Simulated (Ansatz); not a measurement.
```yaml
crystal:
  periodic: [false, false, false]
  atoms:
    - {symbol: O, position_ang: [-1.245286, -0.646796, -0.176042]}
    - {symbol: C, position_ang: [-0.368056, -0.579298, 0.004425]}
    - {symbol: Si, position_ang: [0.276808, 0.447473, -0.004679]}
    - {symbol: H, position_ang: [-0.092998, -1.359086, 0.205811]}
    - {symbol: H, position_ang: [0.303552, 0.835847, -0.968495]}
    - {symbol: H, position_ang: [-0.101167, 0.960977, 0.661624]}
    - {symbol: H, position_ang: [1.300694, 0.196860, 0.275556]}
basis:
  gaussian: {orbitals: x2c-TZVPPall}
hamiltonian: {xc: {name: wB97M-V}}
```

```sh
$ ansatz run in.yaml --threads 2 --pin off --events-out ev --progress --plain --max-ram 4352MiB
```

It prints (some lines left out):

```
Functional definition: wB97M-V
869 factors; their error is unknown
202 factors; integrals over basis functions are off by at most 5.1e-6 eV
mean field evaluation 1: about -10995.7053 eV, gradient 6.9e1 eV
mean field evaluation 2: about -10998.4237 eV, gradient 5.6e1 eV
mean field evaluation 4: about -11003.3540 eV, gradient 3.3e0 eV
mean field evaluation 8: about -11003.3711 eV, gradient 3.8e-2 eV
mean field evaluation 16: about -11003.3771 eV, gradient 2.3e-4 eV
mean field -11003.37710289 eV, -404.3666501742 hartree, gradient 6.8e-5 eV, S^2 0.000000; 0 other end points of the search recorded, 0 dependent functions left out
reference -11003.37714162 eV, -404.3666515975 hartree; 16, 16 occupied and 144, 144 virtual orbitals, 869 factors
Total energy: -11003.37714162 eV, -404.3666515975 hartree
Relativity: scalar
```

In this input the geometry is squeezed to about two thirds of its size. Self-consistency was reached. The result belongs to that input, not to the molecule as meant.
